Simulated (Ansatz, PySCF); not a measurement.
This Ansatz (a first-principles code) input computes a CCSD(T)/cc-pVDZ energy:

Ansatz 0.2 input:
```yaml
crystal:
  periodic: [false, false, false]
  atoms:
    - {symbol: C, position_ang: [0.00476229, 0.43392420, -0.00203639]}
    - {symbol: C, position_ang: [1.18383408, -0.15360148, 0.00493325]}
    - {symbol: F, position_ang: [-1.14596015, -0.26718838, -0.00280751]}
    - {symbol: H, position_ang: [-0.17580160, 1.50100015, -0.00772733]}
    - {symbol: H, position_ang: [1.28003303, -1.23028006, 0.01036986]}
    - {symbol: H, position_ang: [2.07783169, 0.45203897, 0.00524394]}
basis:
  gaussian:
    orbitals: cc-pVDZ
magnetization: {spin_polarized: false}
correlation: {method: ccsd_t, electrons: outside_noble_gas}
```

### Question
Write an input for the same energy in PySCF and say what it gives.

### Answer

```python
from pyscf import gto, scf, mp, cc as ccmod

mol = gto.M(
    atom='''
    C     0.00476229    0.43392420   -0.00203639
    C     1.18383408   -0.15360148    0.00493325
    F    -1.14596015   -0.26718838   -0.00280751
    H    -0.17580160    1.50100015   -0.00772733
    H     1.28003303   -1.23028006    0.01036986
    H     2.07783169    0.45203897    0.00524394
    ''',
    basis='cc-pvdz',
    charge=0,
    spin=0,
    verbose=4,
)

mf = scf.RHF(mol)
mf.conv_tol = 1e-10
mf.max_cycle = 100
mf.kernel()
mp2 = mp.MP2(mf, frozen=3).run()
cc = ccmod.CCSD(mf, frozen=3)
cc.max_cycle = 100
cc.kernel()
et = cc.ccsd_t()
print(f'E(CCSD(T)) = {cc.e_tot + et:.9f}')
```
It gives -177.38740 Eh, and Ansatz -177.38740 Eh, a difference of 0.00 mEh.
